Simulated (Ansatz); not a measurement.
**A geometry optimisation of HMgNS with BLYP-D3(BJ)/def2-SVP**

The starting geometry of this gas-phase triplet was optimised with GFN2-xTB as a singlet.

```xyz
4

Mg   -2.6940    1.7992   -3.9852
N    -1.8932    3.4487   -3.1201
S    -0.3455    3.5054   -2.6007
H    -2.0159    4.1540   -3.8668
```

Question: Predict what it relaxes into with BLYP-D3(BJ)/def2-SVP.

Answer: A new bond forms, giving a structure given below by its coordinates. Contacts that close: Mg1–S3 (3.22 → 2.55 Å).

The energy falls by 0.60 eV over 11 steps:

```
step  E − E(last) (eV)
   1             0.597
   2             0.371
   3             0.326
   4             0.275
   5             0.233
   7             0.071
   8             0.007
   9             0.003
  10             0.000
  11             0.000
```

Final geometry (Å):

```xyz
4

Mg   -2.3971    1.6195   -3.6538
N    -1.9492    3.5824   -3.5796
S    -0.6090    3.1044   -2.6097
H    -1.9933    4.6012   -3.7296
```

The end wasn't checked by frequencies. Open shells are spin-unrestricted. The triplet needn't be the ground state. Run with Ansatz 0.2.0, 55 s on 1 thread of Intel(R) Xeon(R) Processor @ 2.50GHz (Skylake/Cascade Lake), with other jobs on the host.
